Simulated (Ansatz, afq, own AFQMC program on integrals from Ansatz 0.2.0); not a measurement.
**SiHO (quartet): quantum Monte Carlo beside coupled cluster at distance Si1–O2 = 3.209 Å, cc-pVDZ**

How near does AFQMC come to the top of the ladder for SiHO (quartet)?

Method: cc-pVDZ, frozen cores; program: Ansatz 0.2.0, Gaussian basis, and an in-house AFQMC program (afq) on its integrals; all values are calculated.

Plan: PBE (unrestricted); r2SCAN (unrestricted); PBE0 (unrestricted); B3LYP (unrestricted); wB97M-V (unrestricted); B2PLYP (unrestricted); CCSD(T) on UHF; CCSDT(Q) on UHF; Phaseless AFQMC, CISD trial on UHF; Phaseless AFQMC, single-determinant trial on UHF.

## Step 1: What is computed

The geometry derives from a PBE0/def2-TZVP stationary point (not a proven minimum). One bond is set to the value named and the two fragments are kept rigid.

3 atoms, charge 0, spin multiplicity 4.

Atoms are counted from 1 here; the program's logs count them from 0.

Bond lengths: Si1–H3 1.496 Å.

## Step 2: PBE (unrestricted)

Input file in.yaml:

```yaml
crystal:
  periodic: [false, false, false]
  atoms:
    - {symbol: Si, position_ang: [0.000000, -0.150949, 1.114441]}
    - {symbol: O, position_ang: [0.000000, 0.194230, -2.075940]}
    - {symbol: H, position_ang: [0.000000, 1.122986, 1.899064]}
basis:
  gaussian: {orbitals: cc-pVDZ}
magnetization: {spin_polarized: true, initial_magnetization: 3}
hamiltonian: {xc: {name: PBE}}
output: {orbitals: {seedname: orbitals}}
```

Run with:

```console
$ ansatz run in.yaml --threads 1 --pin off --events-out ev --progress --plain --max-ram 1382MiB
```

Output:

```text
Functional definition: PBE
  name "PBE"
  cite "Perdew, Burke & Ernzerhof, Phys. Rev. Lett. 77, 3865 (1996) doi:10.1103/PhysRevLett.77.3865"
  parent pbe
  parameter kappa = 0.804
  parameter beta = 0.06672455060314922
  exchange = pbe_x(kappa = kappa, mu = beta*pi^2/3)
  correlation = pbe_c(beta = beta)
431 factors; their error is unknown
mean field evaluation 1: about -9922.7775 eV, gradient 2.6e1 eV
mean field evaluation 2: about -9808.6770 eV, gradient 8.1e1 eV
mean field evaluation 4: about -9924.9360 eV, gradient 1.5e1 eV
mean field evaluation 8: about -9924.9364 eV, gradient 1.5e1 eV
mean field evaluation 16: about -9927.3099 eV, gradient 5.0e-5 eV
mean field evaluation 32: about -9926.7271 eV, gradient 4.0e0 eV
mean field evaluation 64: about -9927.0296 eV, gradient 1.6e0 eV
mean field evaluation 96: about -9927.1868 eV, gradient 7.0e-1 eV
mean field evaluation 128: about -9925.9045 eV, gradient 3.8e0 eV
mean field evaluation 160: about -9927.2696 eV, gradient 1.4e-1 eV
mean field -9927.30986956 eV, -364.8219087339 hartree, gradient 6.2e-6 eV, S^2 3.762391; 13 other end points of the search recorded, 0 dependent functions left out
reference -9927.30989595 eV, -364.8219097037 hartree; 13, 10 occupied and 24, 27 virtual orbitals, 431 factors
Total energy: -9927.30989595 eV, -364.8219097037 hartree
```

Wall time 4.8 s (1 thread of AMD EPYC 9R14 (Zen 4), shared host).

From the report: ⟨S²⟩ of the determinant 3.762 (pure quartet: 3.75).

## Step 3: r2SCAN (unrestricted)

in.yaml: that of step 2 with these lines changed.

```diff
@@ -9,3 +9,2 @@
 magnetization: {spin_polarized: true, initial_magnetization: 3}
-hamiltonian: {xc: {name: PBE}}
-output: {orbitals: {seedname: orbitals}}
+hamiltonian: {xc: {name: r2SCAN}}
```

Same command.

Output (excerpt; [...] marks lines left out):

```text
Functional definition: r2SCAN
  name "r2SCAN"
  cite "Furness, Kaplan, Ning, Perdew & Sun, J. Phys. Chem. Lett. 11, 8208 (2020) doi:10.1021/acs.jpclett.0c02405"
  cite "Furness, Kaplan, Ning, Perdew & Sun, J. Phys. Chem. Lett. 11, 9248 (2020) doi:10.1021/acs.jpclett.0c03077"
  parent r2scan
[...]
431 factors; their error is unknown
[...]
mean field -9931.86792570 eV, -364.9894142076 hartree, gradient 8.3e-6 eV, S^2 3.777835; 12 other end points of the search recorded, 0 dependent functions left out
reference -9931.86793373 eV, -364.9894145028 hartree; 13, 10 occupied and 24, 27 virtual orbitals, 431 factors
Total energy: -9931.86793373 eV, -364.9894145028 hartree
```

Run time: 13 s. Hardware: 1 thread of AMD EPYC 9R14 (Zen 4), shared host.

From the report: ⟨S²⟩ of the determinant 3.778 (pure quartet: 3.75).

## Step 4: PBE0 (unrestricted)

in.yaml: that of step 3 with these lines changed.

```diff
@@ -9,2 +9,3 @@
 magnetization: {spin_polarized: true, initial_magnetization: 3}
-hamiltonian: {xc: {name: r2SCAN}}
+hamiltonian: {xc: {name: PBE0}}
+output: {orbitals: {seedname: orbitals}}
```

Same command.

Output (excerpt; [...] marks lines left out):

```text
Functional definition: PBE0
  name "PBE0"
  cite "Adamo & Barone, J. Chem. Phys. 110, 6158 (1999) doi:10.1063/1.478522"
  cite "Perdew, Burke & Ernzerhof, Phys. Rev. Lett. 77, 3865 (1996) doi:10.1103/PhysRevLett.77.3865"
  parent pbe
[...]
362 factors; integrals over basis functions are off by at most 5.8e-4 eV
[...]
mean field -9928.25414773 eV, -364.8566103167 hartree, gradient 8.3e-6 eV, S^2 3.760687; 4 other end points of the search recorded, 0 dependent functions left out
reference -9928.25416746 eV, -364.8566110419 hartree; 13, 10 occupied and 24, 27 virtual orbitals, 362 factors
Total energy: -9928.25416746 eV, -364.8566110419 hartree
```

Wall time 1.5 s (1 thread of AMD EPYC 9R14 (Zen 4), shared host).

From the report: ⟨S²⟩ of the determinant 3.761 (pure quartet: 3.75).

## Step 5: B3LYP (unrestricted)

in.yaml: that of step 4 with these lines changed.

```diff
@@ -9,3 +9,2 @@
 magnetization: {spin_polarized: true, initial_magnetization: 3}
-hamiltonian: {xc: {name: PBE0}}
-output: {orbitals: {seedname: orbitals}}
+hamiltonian: {xc: {name: B3LYP}}
```

The command is unchanged.

Output (excerpt; [...] marks lines left out):

```text
Functional definition: B3LYP
  name "B3LYP"
  cite "Stephens, Devlin, Chabalowski & Frisch, J. Phys. Chem. 98, 11623 (1994) doi:10.1021/j100096a001"
  cite "Becke, Phys. Rev. A 38, 3098 (1988) doi:10.1103/PhysRevA.38.3098"
  cite "Lee, Yang & Parr, Phys. Rev. B 37, 785 (1988) doi:10.1103/PhysRevB.37.785"
  cite "Vosko, Wilk & Nusair, Can. J. Phys. 58, 1200 (1980) doi:10.1139/p80-159"
[...]
362 factors; integrals over basis functions are off by at most 5.8e-4 eV
[...]
mean field -9934.32873458 eV, -365.0798472661 hartree, gradient 8.2e-6 eV, S^2 3.760126; 4 other end points of the search recorded, 0 dependent functions left out
reference -9934.32891523 eV, -365.0798539047 hartree; 13, 10 occupied and 24, 27 virtual orbitals, 362 factors
Total energy: -9934.32891523 eV, -365.0798539047 hartree
```

It took 1.5 s on 1 thread of AMD EPYC 9R14 (Zen 4), shared host.

From the report: ⟨S²⟩ of the determinant 3.760 (pure quartet: 3.75).

## Step 6: wB97M-V (unrestricted)

in.yaml: that of step 5 with these lines changed.

```diff
@@ -9,2 +9,3 @@
 magnetization: {spin_polarized: true, initial_magnetization: 3}
-hamiltonian: {xc: {name: B3LYP}}
+hamiltonian: {xc: {name: wB97M-V}}
+output: {orbitals: {seedname: orbitals}}
```

Same command.

Output (excerpt; [...] marks lines left out):

```text
Functional definition: wB97M-V
  name "wB97M-V"
  cite "Mardirossian & Head-Gordon, J. Chem. Phys. 144, 214110 (2016) doi:10.1063/1.4952647"
  cite "Becke, J. Chem. Phys. 107, 8554 (1997) doi:10.1063/1.475007"
  cite "Vydrov & Van Voorhis, J. Chem. Phys. 133, 244103 (2010) doi:10.1063/1.3521275"
  # Of w^i u^j: cxij and so on, Table III.
[...]
  gx(w, u) = 1 - cx + cx01*u + cx10*w
  gss(w, u) = css00 + css04*u^4 + css10*w + css20*w^2 + css43*w^4*u^3
  gos(w, u) = cos00 + cos10*w + (cos20 + cos21*u)*w^2 + (cos60 + cos61*u)*w^6
[...]
      + integral(e_c_pw_mod_opposite_spin*gos(b97_w_opposite, b97_u_opposite)) + vv10(b, c)
362 factors; integrals over basis functions are off by at most 5.8e-4 eV
108 factors; integrals over basis functions are off by at most 6.5e-5 eV
[...]
mean field -9932.52600262 eV, -365.0135980884 hartree, gradient 9.6e-6 eV, S^2 3.754865; 4 other end points of the search recorded, 0 dependent functions left out
reference -9932.52603085 eV, -365.0135991258 hartree; 13, 10 occupied and 24, 27 virtual orbitals, 362 factors
Total energy: -9932.52603085 eV, -365.0135991258 hartree
```

It took 4.6 s on 1 thread of AMD EPYC 9R14 (Zen 4), shared host.

From the report: ⟨S²⟩ of the determinant 3.755 (pure quartet: 3.75).

## Step 7: B2PLYP (unrestricted)

in.yaml: that of step 6 with these lines changed.

```diff
@@ -9,3 +9,3 @@
 magnetization: {spin_polarized: true, initial_magnetization: 3}
-hamiltonian: {xc: {name: wB97M-V}}
-output: {orbitals: {seedname: orbitals}}
+hamiltonian: {xc: {name: B2PLYP}}
+correlation: {electrons: outside_noble_gas}
```

The command is unchanged.

Output (excerpt; [...] marks lines left out):

```text
Functional definition: B2PLYP
  name "B2PLYP"
  cite "Grimme, J. Chem. Phys. 124, 034108 (2006) doi:10.1063/1.2148954"
  cite "Becke, Phys. Rev. A 38, 3098 (1988) doi:10.1103/PhysRevA.38.3098"
  cite "Lee, Yang & Parr, Phys. Rev. B 37, 785 (1988) doi:10.1103/PhysRevB.37.785"
[...]
362 factors; integrals over basis functions are off by at most 5.8e-4 eV
[...]
mean field -9927.25340693 eV, -364.8198337708 hartree, gradient 4.1e-6 eV, S^2 3.761240; 8 other end points of the search recorded, 0 dependent functions left out
6 core orbitals not correlated: weight in the atoms' cores, before any rotation towards them, 1.000 or more for the frozen orbitals, at most 0.000 for the correlated occupied ones
reference -9927.25352113 eV, -364.8198379675 hartree; 7, 4 occupied and 24, 27 virtual orbitals, 362 factors
second order -5.57054685 eV of doubles, -0.00000000 eV of singles
Total energy: -9928.75756878 eV, -364.8751106992 hartree
```

Run time: 3 s. Hardware: 1 thread of AMD EPYC 9R14 (Zen 4), shared host.

From the report: ⟨S²⟩ of the determinant 3.761 (pure quartet: 3.75).

## Step 8: CCSD(T) on UHF

in.yaml: that of step 7 with these lines changed.

```diff
@@ -9,3 +9,2 @@
 magnetization: {spin_polarized: true, initial_magnetization: 3}
-hamiltonian: {xc: {name: B2PLYP}}
-correlation: {electrons: outside_noble_gas}
+correlation: {method: ccsd_t, electrons: outside_noble_gas, hamiltonian_folder: ham}
```

Same command.

Output (excerpt; [...] marks lines left out):

```text
Functional definition: HF
  name "HF"
  cite "Fock, Z. Phys. 61, 126 (1930) doi:10.1007/BF01340294"
  parent pbe
[...]
362 factors; integrals over basis functions are off by at most 5.8e-4 eV
[...]
mean field -9911.00010484 eV, -364.2225359357 hartree, gradient 1.3e-6 eV, S^2 3.791054; 34 other end points of the search recorded, 0 dependent functions left out
determinant -9911.00010484 eV, -364.2225359357 hartree, with singles and doubles -9916.63322439 eV, -364.4295492610 hartree
determinant -9910.93695040 eV, -364.2202150529 hartree, with singles and doubles -9916.56101831 eV, -364.4268957366 hartree
determinant -9910.91102268 eV, -364.2192622266 hartree, with singles and doubles -9916.55082546 eV, -364.4265211562 hartree
determinant -9910.83510179 eV, -364.2164721853 hartree, with singles and doubles -9916.47835413 eV, -364.4238578837 hartree
[...]
determinant -9910.93695040 eV, -364.2202150529 hartree, with singles and doubles -9916.56464416 eV, -364.4270289840 hartree
determinant -9910.91102268 eV, -364.2192622266 hartree, with singles and doubles -9916.55229441 eV, -364.4265751391 hartree
determinant -9910.83510179 eV, -364.2164721853 hartree, with singles and doubles -9916.47819887 eV, -364.4238521780 hartree
determinant -9910.83034518 eV, -364.2162973833 hartree, with singles and doubles -9916.47671180 eV, -364.4237975294 hartree
6 core orbitals not correlated: weight in the atoms' cores, before any rotation towards them, 1.000 or more for the frozen orbitals, at most 0.000 for the correlated occupied ones
reference -9911.00010484 eV, -364.2225359357 hartree; 7, 4 occupied and 24, 27 virtual orbitals, 362 factors
second order -4.55763316 eV of doubles, -0.00000000 eV of singles
cycle   1  -5.63630838 eV  change   -2.2e-6 eV  update   4.5e-6
perturbative correction -0.07125154 eV, -0.0026184459 hartree
Total energy: -9916.70766476 eV, -364.4322848941 hartree
```

Run time: 8.5 s. Hardware: 1 thread of AMD EPYC 9R14 (Zen 4), shared host.

From the report: ⟨S²⟩ of the determinant 3.791 (pure quartet: 3.75); correlation -5.7076 eV; T1 0.022; largest double amplitude 0.08.

This run also writes the integrals to the folder ham.

## Step 9: CCSDT(Q) on UHF

in.yaml: that of step 8 with these lines changed.

```diff
@@ -9,2 +9,2 @@
 magnetization: {spin_polarized: true, initial_magnetization: 3}
-correlation: {method: ccsd_t, electrons: outside_noble_gas, hamiltonian_folder: ham}
+correlation: {method: ccsdt_q, electrons: outside_noble_gas}
```

The command is unchanged.

Output (excerpt; [...] marks lines left out):

```text
Functional definition: HF
  name "HF"
  cite "Fock, Z. Phys. 61, 126 (1930) doi:10.1007/BF01340294"
  parent pbe
[...]
624 factors; integrals over basis functions are off by at most 1.7e-7 eV
[...]
mean field -9911.00016390 eV, -364.2225381060 hartree, gradient 3.0e-6 eV, S^2 3.791063; 35 other end points of the search recorded, 0 dependent functions left out
determinant -9911.00016390 eV, -364.2225381060 hartree, with singles and doubles -9916.63330164 eV, -364.4295520999 hartree
determinant -9910.93699227 eV, -364.2202165916 hartree, with singles and doubles -9916.56108125 eV, -364.4268980493 hartree
determinant -9910.91107036 eV, -364.2192639788 hartree, with singles and doubles -9916.55090244 eV, -364.4265239849 hartree
determinant -9910.83516128 eV, -364.2164743718 hartree, with singles and doubles -9916.47843076 eV, -364.4238607000 hartree
[...]
determinant -9910.91107036 eV, -364.2192639788 hartree, with singles and doubles -9916.55236355 eV, -364.4265776800 hartree
determinant -9910.83516128 eV, -364.2164743718 hartree, with singles and doubles -9916.47827555 eV, -364.4238549961 hartree
determinant -9910.83040948 eV, -364.2162997464 hartree, with singles and doubles -9916.47679483 eV, -364.4238005807 hartree
6 core orbitals not correlated: weight in the atoms' cores, before any rotation towards them, 1.000 or more for the frozen orbitals, at most 0.000 for the correlated occupied ones
reference -9911.00016390 eV, -364.2225381060 hartree; 7, 4 occupied and 24, 27 virtual orbitals, 624 factors
second order -4.55765922 eV of doubles, -0.00000000 eV of singles
cycle   1  -5.31914239 eV  change   -7.6e-1 eV  update   6.9e-2
[...]
cycle  86  -5.72918836 eV  change    1.1e-7 eV  update   1.1e-6
perturbative correction -0.00410798 eV, -0.0001509656 hartree
Total energy: -9916.73346024 eV, -364.4332328606 hartree
```

Run time: 28 s. Hardware: 1 thread of AMD EPYC 9R14 (Zen 4), shared host; peak memory 0.25 GiB.

From the report: ⟨S²⟩ of the determinant 3.791 (pure quartet: 3.75); correlation -5.7333 eV; T1 0.029; largest double amplitude 0.09.

## Step 10: Phaseless AFQMC, CISD trial on UHF

It reads the integrals that the CCSD(T) run on this determinant wrote.

Run with:

```console
$ afq ham --method phaseless --trial cisd --walkers 60 --populations 1 --least-time 40 --time-step 0.005 --steps-per-block 50 --equilibration-blocks 40 --max-blocks 300 --target-error 0.0008 --factor-cut 1e-05 --start spin_pure --seed 6050 --release-times 0.24,0.51,0.99,1.62,2.4 --release-step 0.03 --release-every 4 --taylor-order 6
```

Output:

```text
orbitals 31  electrons 7 4  factors 199 of 362
reference energy -364.22253594 Eh
CCSD correlation -0.20713044 Eh in 27 cycles, weight of the determinant in the CISD state 0.8918
energy of the start -364.427806 Eh
 block  time / (1/Eh)  mean weight  energy / Eh
     1     0.250  0.9980  -364.426833
     2     0.500  0.9998  -364.428216
     3     0.750  0.9998  -364.428824
     4     1.000  1.0016  -364.429191
     5     1.250  1.0023  -364.431971
     6     1.500  1.0024  -364.430142
     7     1.750  0.9996  -364.433062
     8     2.000  0.9993  -364.432843
     9     2.250  0.9988  -364.431278
    10     2.500  1.0003  -364.431679
    11     2.750  1.0023  -364.433670
    16     4.000  1.0004  -364.436223
    21     5.250  1.0017  -364.430654
    26     6.500  1.0014  -364.430642
    31     7.750  1.0008  -364.432367
    36     9.000  1.0001  -364.432640
    41    10.250  1.0011  -364.435362
    46    11.500  0.9980  -364.432941
    51    12.750  0.9988  -364.430209
    56    14.000  1.0004  -364.432365
    61    15.250  1.0015  -364.430043
    66    16.500  1.0028  -364.431195
    71    17.750  1.0031  -364.431760
    76    19.000  0.9986  -364.433168
    81    20.250  1.0002  -364.434527
    86    21.500  0.9975  -364.429471
    91    22.750  1.0001  -364.432800
    96    24.000  1.0022  -364.432430
   101    25.250  0.9979  -364.434511
   106    26.500  1.0015  -364.432344
   111    27.750  1.0008  -364.434341
   116    29.000  0.9998  -364.437325
   121    30.250  0.9996  -364.435070
   126    31.500  1.0027  -364.430872
   131    32.750  1.0000  -364.432950
   136    34.000  0.9989  -364.431010
   141    35.250  0.9988  -364.434252
   146    36.500  1.0029  -364.436875
   151    37.750  1.0025  -364.435578
   156    39.000  1.0003  -364.428956
   161    40.250  0.9995  -364.429164
   166    41.500  1.0007  -364.429978
   171    42.750  1.0008  -364.431029
   176    44.000  1.0021  -364.430556
   181    45.250  0.9968  -364.429448
   186    46.500  1.0004  -364.428161
   191    47.750  1.0000  -364.437511
   196    49.000  1.0005  -364.430458
blocks merged  error / Eh  count
     1  0.000203  160
     2  0.000246  80
     4  0.000301  40
     8  0.000341  20
    16  0.000412  10
released: time / (1/Eh)  energy / Eh  error  mean overlap
  0.24  -364.432450  0.000349  1.0000
  0.51  -364.432253  0.000335  1.0070
  0.99  -364.432421  0.000474  0.9957
  1.62  -364.432589  0.000455  1.0080
  2.40  -364.433163  0.000637  0.9945
energy -364.431881 +/- 0.000341 Eh
```

Run time: 99 s. Hardware: 1 thread of AMD EPYC 9R14 (Zen 4), shared host.

Energy -9916.6967 ± 0.0093 eV. Caveats: constraint bias not in the error. The error still grows with block length (0.0082 to 0.0112 eV), so the bar may be too small.

## Step 11: Phaseless AFQMC, single-determinant trial on UHF

It reads the integrals that the CCSD(T) run on this determinant wrote.

Run with:

```console
$ afq ham --method phaseless --trial hf --walkers 120 --populations 1 --least-time 40 --time-step 0.005 --steps-per-block 20 --equilibration-blocks 160 --max-blocks 600 --target-error 0.0024000000000000002 --factor-cut 1e-05 --start spin_pure --seed 9169 --taylor-order 6
```

Output:

```text
orbitals 31  electrons 7 4  factors 199 of 362
reference energy -364.22253594 Eh
CCSD correlation -0.20713044 Eh in 27 cycles, weight of the determinant in the CISD state 0.8918
energy of the start -364.223191 Eh
 block  time / (1/Eh)  mean weight  energy / Eh
     1     0.100  1.0021  -364.273862
     2     0.200  1.0005  -364.312375
     3     0.300  1.0021  -364.327930
     4     0.400  1.0014  -364.350086
     5     0.500  1.0017  -364.365031
     6     0.600  1.0018  -364.376366
     7     0.700  1.0009  -364.381325
     8     0.800  1.0019  -364.401917
     9     0.900  0.9999  -364.398134
    10     1.000  0.9994  -364.382855
    17     1.700  1.0001  -364.412559
    33     3.300  1.0013  -364.436478
    49     4.900  0.9991  -364.450330
    65     6.500  1.0006  -364.445127
    81     8.100  1.0003  -364.450124
    97     9.700  1.0009  -364.434249
   113    11.300  0.9987  -364.426021
   129    12.900  1.0017  -364.454472
   145    14.500  1.0008  -364.430871
   161    16.100  0.9997  -364.406346
   177    17.700  1.0011  -364.409901
   193    19.300  0.9997  -364.429541
   209    20.900  1.0008  -364.407117
   225    22.500  1.0021  -364.429779
   241    24.100  0.9989  -364.418999
   257    25.700  0.9996  -364.536825
   273    27.300  1.0017  -364.453710
   289    28.900  1.0012  -364.437500
   305    30.500  0.9986  -364.411779
   321    32.100  1.0008  -364.456603
   337    33.700  1.0023  -364.449169
   353    35.300  1.0039  -364.424455
   369    36.900  1.0011  -364.429114
   385    38.500  1.0005  -364.414015
   401    40.100  1.0004  -364.434089
   417    41.700  1.0011  -364.409597
   433    43.300  0.9998  -364.462243
   449    44.900  1.0004  -364.393563
   465    46.500  0.9990  -364.427432
   481    48.100  1.0005  -364.453823
   497    49.700  0.9993  -364.425548
   513    51.300  0.9986  -364.447997
   529    52.900  1.0022  -364.417994
   545    54.500  0.9999  -364.459824
   561    56.100  0.9964  -364.415676
   577    57.700  1.0019  -364.426142
   593    59.300  0.9991  -364.452222
   609    60.900  0.9960  -364.416177
   625    62.500  0.9993  -364.420529
   641    64.100  1.0014  -364.414541
   657    65.700  1.0027  -364.442044
blocks merged  error / Eh  count
     1  0.001060  500
     2  0.001406  250
     4  0.001831  125
     8  0.002132  62
    16  0.002321  31
    32  0.002951  15
energy -364.433293 +/- 0.002321 Eh
```

Run time: 1.7 min. Hardware: 1 thread of AMD EPYC 9R14 (Zen 4), shared host.

Energy -9916.7351 ± 0.0632 eV. Caveats: constraint bias not in the error. The error still grows with block length (0.0580 to 0.0803 eV), so the bar may be too small.

## Step 12: All levels side by side

On the UHF determinant, counted from CCSDT(Q) (a yardstick, not exact):

```
                                                             level  energy (eV)  from CCSDT(Q) (kJ/mol)  statistical error (kJ/mol)     time
                                                                HF   -9911.0001                  +553.2                                     
                                                               MP2   -9915.5577                  +113.4                                     
                                                              CCSD   -9916.6364                    +9.4                                     
                                                           CCSD(T)   -9916.7077                    +2.5                                     
                                                          CCSDT(Q)   -9916.7335                     0.0                                     
               Phaseless AFQMC, CISD trial, step 0.005, 60 walkers   -9916.6967                    +3.5                         0.9     99 s
Phaseless AFQMC, single-determinant trial, step 0.005, 120 walkers   -9916.7351                    -0.2                         6.1  1.7 min
```

The functionals' totals stand on their own zeros and serve differences with other points: PBE -9927.310 eV; r2SCAN -9931.868 eV; PBE0 -9928.254 eV; B3LYP -9934.329 eV; wB97M-V -9932.526 eV; B2PLYP -9928.758 eV.

## Step 13: Summary of results

```
                                                      quantity              value
                                  CCSD(T) on UHF from CCSDT(Q)        +2.5 kJ/mol
              Phaseless AFQMC, CISD trial on UHF from CCSDT(Q)  +3.5 ± 0.9 kJ/mol
Phaseless AFQMC, single-determinant trial on UHF from CCSDT(Q)  -0.2 ± 6.1 kJ/mol
```

In words: On UHF the phaseless walk with the CISD trial lies +3.5 kJ/mol from CCSDT(Q), 4 times its error bar. Error bars are statistical and leave out the constraint, the time step and what remains of the start.
